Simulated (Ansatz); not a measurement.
A nudged elastic band was laid between two geometries of C$_{3}$H$_{5}$NO (10 atoms, charge 0, multiplicity 1).

These are results of RKS PBE/def2-SVP (Ansatz), not measurements.

```yaml
movable_images: 7
climbing_image: yes
spring: 5.0 eV/Å²
optimiser: quadratic models (default)
start_path: through a guess of the saddle point
force_threshold: 0.05 eV/Å
iteration_limit: 60
end_points: relaxed
```

First end point:

```xyz
10
Properties=species:S:1:pos:R:3
O -0.942 1.223 -1.368
C -0.236 0.363 -0.592
C 0.303 -0.869 -0.796
N 0.441 -1.191 0.608
C -0.085 0.182 0.911
H -0.906 2.105 -0.954
H 0.479 -1.545 -1.645
H 1.420 -1.316 0.914
H -1.034 0.155 1.490
H 0.644 0.841 1.434
```

Last end point:

```xyz
10
Properties=species:S:1:pos:R:3
O -0.863 1.587 -0.934
C -0.237 0.512 -0.402
C 0.261 -0.698 -0.780
N 0.403 -1.206 0.572
C -0.061 0.146 1.051
H -0.947 1.448 -1.896
H 0.423 -1.260 -1.712
H 1.386 -1.385 0.837
H -0.992 0.091 1.654
H 0.710 0.714 1.614
```

Question: Which bonds break or form, and what moves?

Answer: No bond is made or broken. The dihedral H6–O1–C2–C3 goes from -163 to -3°.

Question: Give the energies along the band, and the barrier.

Answer: The run converged. The highest image is number 4 of 0 to 8, 0.086 eV above the first end and 0.130 eV above the last; the last end lies 0.045 eV below the first. A vibrational analysis at the climbing image gives one clearly imaginary mode, 321i cm⁻¹: a first-order saddle point.

```csv
image,path coordinate (Å),energy (eV),dihedral H6–O1–C2–C3 (°)
0,0.00,0.000,-163
1,0.23,0.009,-146
2,0.46,0.036,-129
3,0.69,0.069,-109
4,0.93,0.086,-88
5,1.16,0.065,-64
6,1.39,0.015,-40
7,1.63,-0.029,-19
8,1.86,-0.045,-3
```

Question: What is the geometry of the highest image?

Answer: 
```xyz
10
Properties=species:S:1:pos:R:3
O -1.142 1.302 -1.110
C -0.339 0.404 -0.473
C 0.273 -0.776 -0.778
N 0.472 -1.186 0.583
C -0.124 0.127 1.007
H -0.581 1.949 -1.577
H 0.513 -1.362 -1.680
H 1.458 -1.302 0.865
H -1.040 0.004 1.624
H 0.592 0.789 1.542
```

Question: What are the harmonic wavenumbers there?

Answer: 321i, 299, 396, 405, 691, 768, 812, 911, 960, 985, 1033, 1059, 1128, 1153, 1222, 1282, 1306, 1400, 1662, 2971, 3035, 3138, 3363, 3689 cm⁻¹.

The band took 8 iterations and roughly 2.4 core-minutes.

The run took 76 s on 2 threads of Intel(R) Xeon(R) Platinum 8488C (Sapphire Rapids), on a shared host, peak memory 0.19 GiB.
